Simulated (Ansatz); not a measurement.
Method: PBE0-D3(BJ)/def2-SVP (Ansatz, a program for electronic structure). No frequencies were computed at this level.

Ansatz 0.2 input:
```yaml
crystal:
  periodic: [false, false, false]
  atoms:
    - { symbol: C, position_ang: [-1.166136, 0.041206, 0.188725] }
    - { symbol: O, position_ang: [0.036793, 0.101503, 0.909187] }
    - { symbol: C, position_ang: [1.170009, -0.030521, 0.091796] }
    - { symbol: H, position_ang: [-1.227607, 0.84786, -0.553299] }
    - { symbol: H, position_ang: [-1.272634, -0.92031, -0.330136] }
    - { symbol: H, position_ang: [-1.970916, 0.153009, 0.912191] }
    - { symbol: H, position_ang: [1.174115, -0.995432, -0.431654] }
    - { symbol: H, position_ang: [1.219144, 0.772737, -0.654818] }
    - { symbol: H, position_ang: [2.037235, 0.029948, 0.745888] }
basis:
  gaussian: { orbitals: def2-svp }
hamiltonian:
  xc: pbe0
  dispersion: d3bj
relax:
  max_steps: 150
```

Output:

```
Functional definition: PBE0
800 factors; integrals over basis functions are off by at most 2.3e-4 eV
mean field evaluation 1: about -4206.7334 eV, gradient 3.9e1 eV
mean field evaluation 2: about -4206.3015 eV, gradient 4.2e1 eV
mean field evaluation 4: about -4210.2770 eV, gradient 1.7e0 eV
mean field evaluation 8: about -4210.2794 eV, gradient 2.2e-2 eV
mean field -4210.27944995 eV, -154.7249159557 hartree, gradient 4.9e-5 eV, S^2 0.000000; 0 other end points of the search recorded, 0 dependent functions left out
reference -4210.27947116 eV, -154.7249167351 hartree; 13, 13 occupied and 59, 59 virtual orbitals, 800 factors
relax step   1: F+E_penalty+E_count = -4210.37127373 eV  Δ(F+E_penalty+E_count) = +0.000e0 eV  max|allowed force component| = 8.327e-1 eV/Å  Δτ_max = 0.0000 Å  (24 SCF iters, accepted)
these checks for a lower state are left out or cut short: starts, cluster_reference, orbital_swaps, neighbouring_geometries, increment
800 factors; integrals over basis functions are off by at most 2.4e-4 eV
mean field evaluation 16: about -4210.3005 eV, gradient 2.7e-3 eV
mean field -4210.29789127 eV, -154.7255936619 hartree, gradient 5.0e-5 eV, S^2 0.000000; 0 other end points of the search recorded, 0 dependent functions left out
reference -4210.29791246 eV, -154.7255944406 hartree; 13, 13 occupied and 59, 59 virtual orbitals, 800 factors
relax step   2: F+E_penalty+E_count = -4210.38959081 eV  Δ(F+E_penalty+E_count) = -1.832e-2 eV  max|allowed force component| = 3.766e-1 eV/Å  Δτ_max = 0.0112 Å  (24 SCF iters, accepted)
these checks for a lower state are left out or cut short: starts, cluster_reference, orbital_swaps, neighbouring_geometries, increment
800 factors; integrals over basis functions are off by at most 2.4e-4 eV
mean field -4210.30184295 eV, -154.7257388833 hartree, gradient 4.9e-5 eV, S^2 0.000000; 0 other end points of the search recorded, 0 dependent functions left out
reference -4210.30186409 eV, -154.7257396601 hartree; 13, 13 occupied and 59, 59 virtual orbitals, 800 factors
relax step   3: F+E_penalty+E_count = -4210.39358843 eV  Δ(F+E_penalty+E_count) = -3.998e-3 eV  max|allowed force component| = 4.710e-2 eV/Å  Δτ_max = 0.0082 Å  (24 SCF iters, accepted)
these checks for a lower state are left out or cut short: starts, cluster_reference, orbital_swaps, neighbouring_geometries, increment
800 factors; integrals over basis functions are off by at most 2.4e-4 eV
mean field -4210.30198220 eV, -154.7257440006 hartree, gradient 8.3e-5 eV, S^2 0.000000; 0 other end points of the search recorded, 0 dependent functions left out
reference -4210.30200335 eV, -154.7257447779 hartree; 13, 13 occupied and 59, 59 virtual orbitals, 800 factors
relax step   4: F+E_penalty+E_count = -4210.39367041 eV  Δ(F+E_penalty+E_count) = -8.198e-5 eV  max|allowed force component| = 8.551e-3 eV/Å  Δτ_max = 0.0026 Å  (19 SCF iters, accepted)
800 factors; integrals over basis functions are off by at most 2.4e-4 eV
mean field evaluation 32: about -4210.3044 eV, gradient 3.7e-2 eV
mean field -4210.30198220 eV, -154.7257440006 hartree, gradient 8.3e-5 eV, S^2 0.000000; 1 other end points of the search recorded, 0 dependent functions left out
reference -4210.30200335 eV, -154.7257447779 hartree; 13, 13 occupied and 59, 59 virtual orbitals, 800 factors
Total energy: -4210.39369156 eV, -154.7291142574 hartree
Atom 0 at    -1.156443     0.042127     0.197975 Å, force     0.004590    -0.000675    -0.004423 eV/Å
Atom 1 at     0.036840     0.101631     0.910215 Å, force    -0.000388    -0.001069    -0.008551 eV/Å
Atom 2 at     1.161189    -0.029032     0.101814 Å, force    -0.004973    -0.000382    -0.004027 eV/Å
Atom 3 at    -1.233723     0.851200    -0.557368 Å, force     0.001646    -0.000895     0.002811 eV/Å
Atom 4 at    -1.278936    -0.924246    -0.333286 Å, force     0.001707     0.001481     0.002511 eV/Å
Atom 5 at    -1.986223     0.153172     0.910393 Å, force     0.004566     0.000245     0.002865 eV/Å
Atom 6 at     1.179881    -0.999738    -0.435305 Å, force    -0.001399     0.001576     0.002640 eV/Å
Atom 7 at     1.225096     0.775707    -0.659387 Å, force    -0.001459    -0.000799     0.002940 eV/Å
Atom 8 at     2.052321     0.029178     0.742829 Å, force    -0.004289     0.000517     0.003233 eV/Å
Dipole moment:    -0.011695    -0.032263    -0.257988 e Å
```

Cost: around 8 core-seconds (rough).
